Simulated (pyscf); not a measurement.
This saddle point was located with ωB97X-D3(BJ)/def2-SVP in PySCF.

```xyz
13

C      0.7333    -1.5574     0.4518
Al     1.4156     0.4428     0.7818
H      1.7072    -1.9291     0.8229
H     -0.0362    -1.9916     1.1087
H      0.6155    -1.9607    -0.5658
H      2.5255     0.7889    -0.2920
H      1.5018     0.6805     2.3448
C     -0.4755     1.0541     0.0295
C     -1.4784     1.3350     0.8772
H      0.0162    -0.2802     0.1823
H     -0.5166     1.4834    -0.9821
H     -1.5013     0.9107     1.8904
H     -2.3178     1.9931     0.6167
```
Charge 0, spin multiplicity 1.

Surface: singlet, charge 0. Lowest wavenumbers (cm⁻¹): 1462i, 79, 100, 193, 301.

**Question.** Name the species on either side of this saddle.

**Answer.** H₃C–AlH₂ + ethylene (H₂C=CH₂) <-> methane (CH₄) + H₂C=CH–AlH₂, a four-centre exchange read from left to right: Al–C, C–H broken and C–H, Al–C formed. At CCSD(T)/def2-TZVPP + ΔMP2(QZVPP) it lies +1.37 eV from the left side and +1.54 eV from the right (each side as separated species at their lowest minima found). On the reactant side the descent ends in a bound adduct (not fully relaxed), 0.57 eV under the separated species and 1.86 eV under the saddle at ωB97X-D3(BJ)/def2-TZVP. At the saddle there is also a short Al–H contact that neither side keeps. At ωB97X-D3(BJ)/def2-TZVP the barrier from the zero used here is 1.29 eV. The same reactants have a lower exit, to H₃C–CH₂–CH₂–AlH₂ (barrier +0.69 eV at ωB97M-D3(BJ)/def2-TZVP, against +1.36 eV here). One saddle was located; it need not be the lowest between these sides. The CCSD(T) − MP2 part came from Ansatz, without density fitting, on the same reference.
